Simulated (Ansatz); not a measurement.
Geometry optimisation, RKS r2SCAN-D4/STO-3G in Ansatz 0.2.0.

input.yaml

```yaml
crystal:
  periodic: [false, false, false]
  atoms:
    - { symbol: C, position_ang: [-1.8204, 0.3324, -0.4831] }
    - { symbol: C, position_ang: [-0.9249, -0.2879, 0.1773] }
    - { symbol: C, position_ang: [0.4436, 0.2154, 0.1876] }
    - { symbol: C, position_ang: [1.6534, -0.789, 0.0432] }
    - { symbol: "N", position_ang: [0.7926, 1.448, 0.3596] }
    - { symbol: H, position_ang: [-2.8866, 0.0167, -0.5297] }
    - { symbol: H, position_ang: [-1.6312, 1.2948, -1.0362] }
    - { symbol: H, position_ang: [-1.0874, -1.2019, 0.6822] }
    - { symbol: H, position_ang: [2.1449, -0.8496, 1.0251] }
    - { symbol: H, position_ang: [2.257, -0.481, -0.7296] }
    - { symbol: H, position_ang: [1.1694, -1.7863, -0.1797] }
    - { symbol: H, position_ang: [-0.0333, 2.0331, 0.5174] }
basis:
  gaussian: { orbitals: STO-3G }
hamiltonian:
  xc: r2scan
  dispersion: d4
relax:
  f_tol: 0.015
  max_steps: 40
output:
  orbitals: {}
```

Launched with:

```bash
$ ansatz run input.yaml --threads 1 --pin off --max-ram 2048MiB --backend cpu --events-out ev --progress --plain --runs-dir out
```

Question: Where does it end, and by what steps?

Answer: It converged. The force dipped under the threshold on the way, but the program's further checks kept it going. Limits of this set-up: minimal basis. After 22 steps the energy has fallen by 0.806 eV; H10 moved furthest, 0.99 Å.

```json
{"step": "0", "energy less start (eV)": "0.0000", "largest force component (eV/Å)": "5.166", "accepted": "yes"}
{"step": "1", "energy less start (eV)": "-0.6264", "largest force component (eV/Å)": "0.773", "accepted": "yes"}
{"step": "2", "energy less start (eV)": "-0.5498", "largest force component (eV/Å)": "1.237", "accepted": "no"}
{"step": "3", "energy less start (eV)": "-0.6889", "largest force component (eV/Å)": "0.549", "accepted": "yes"}
{"step": "4", "energy less start (eV)": "-0.7121", "largest force component (eV/Å)": "0.219", "accepted": "yes"}
{"step": "5", "energy less start (eV)": "-0.7139", "largest force component (eV/Å)": "0.215", "accepted": "yes"}
{"step": "6", "energy less start (eV)": "-0.7342", "largest force component (eV/Å)": "0.238", "accepted": "yes"}
{"step": "7", "energy less start (eV)": "-0.7552", "largest force component (eV/Å)": "0.293", "accepted": "yes"}
{"step": "8", "energy less start (eV)": "-0.7644", "largest force component (eV/Å)": "0.353", "accepted": "yes"}
{"step": "9", "energy less start (eV)": "-0.7669", "largest force component (eV/Å)": "0.804", "accepted": "yes"}
{"step": "10", "energy less start (eV)": "-0.7980", "largest force component (eV/Å)": "0.279", "accepted": "yes"}
{"step": "11", "energy less start (eV)": "-0.7936", "largest force component (eV/Å)": "0.471", "accepted": "no"}
{"step": "12", "energy less start (eV)": "-0.7984", "largest force component (eV/Å)": "0.136", "accepted": "yes"}
{"step": "13", "energy less start (eV)": "-0.7963", "largest force component (eV/Å)": "0.198", "accepted": "no"}
{"step": "14", "energy less start (eV)": "-0.8045", "largest force component (eV/Å)": "0.045", "accepted": "yes"}
{"step": "15", "energy less start (eV)": "-0.8054", "largest force component (eV/Å)": "0.022", "accepted": "yes"}
{"step": "16", "energy less start (eV)": "-0.8057", "largest force component (eV/Å)": "0.034", "accepted": "yes"}
{"step": "17", "energy less start (eV)": "-0.8057", "largest force component (eV/Å)": "0.021", "accepted": "yes"}
{"step": "18", "energy less start (eV)": "-0.8059", "largest force component (eV/Å)": "0.009", "accepted": "yes"}
{"step": "19", "energy less start (eV)": "-0.8059", "largest force component (eV/Å)": "0.016", "accepted": "yes"}
{"step": "20", "energy less start (eV)": "-0.8059", "largest force component (eV/Å)": "0.014", "accepted": "yes"}
{"step": "21", "energy less start (eV)": "-0.8060", "largest force component (eV/Å)": "0.016", "accepted": "yes"}
{"step": "22", "energy less start (eV)": "-0.8060", "largest force component (eV/Å)": "0.012", "accepted": "yes"}
```

```xyz
12
Properties=species:S:1:pos:R:3
C -1.981 0.438 -0.159
C -0.874 -0.302 0.016
C 0.537 0.228 -0.014
C 1.639 -0.821 0.213
N 0.919 1.482 -0.213
H -2.982 -0.006 -0.124
H -1.936 1.520 -0.341
H -0.967 -1.383 0.197
H 1.508 -1.307 1.193
H 2.624 -0.338 0.175
H 1.587 -1.603 -0.561
H 0.003 2.036 -0.347
```

Whether the end is a true minimum wasn't checked by a vibrational analysis.

Run time: 63 s on 1 thread of Arm Neoverse V2, with other jobs on the host, peak memory 0.12 GiB.
